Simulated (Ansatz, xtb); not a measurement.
Ranking isomers of CH4FNO

3 gas-phase structures of CH4FNO, found in a search over its isomers (lower ones may exist). Each was relaxed with GFN2-xTB; where two conformers were screened, the lower at r2SCAN-D4/def2-SVP is listed:

A. `ONCF`, a singlet
B. `NOCF`, a singlet
C. `N[C@H](O)F`, a singlet

**Question.** Estimate their order in r2SCAN-D4/def2-SVP energy at these geometries, lowest first.

**Answer.** Calculated order at r2SCAN-D4/def2-SVP: C (0.0), A (45.4), B (46.0) kcal/mol. Less than 1 kcal/mol parts A and B, so the order within that pair means little.

Energies above the lowest of each column, in kcal/mol; the last columns are at B3LYP/6-31G* geometries:

```csv
structure,GFN2-xTB,HF/STO-3G,r2SCAN-D4/def2-SVP,B3LYP/6-31G*,CCSD(T)/def2-TZVP
C,0.0,0.0,0.0,0.0,0.0
A,33.5,22.2,45.4,39.8,43.3
B,36.3,18.1,46.0,38.5,44.1
```

Every level run on C puts it lowest or level with the lowest. Some further structures that were screened fall inside this span and aren't listed. Flexible structures stand in one conformer each, not always the lowest.

Programs: Ansatz 0.2.0, xtb 6.7.1 (Pople sets with spherical d functions).
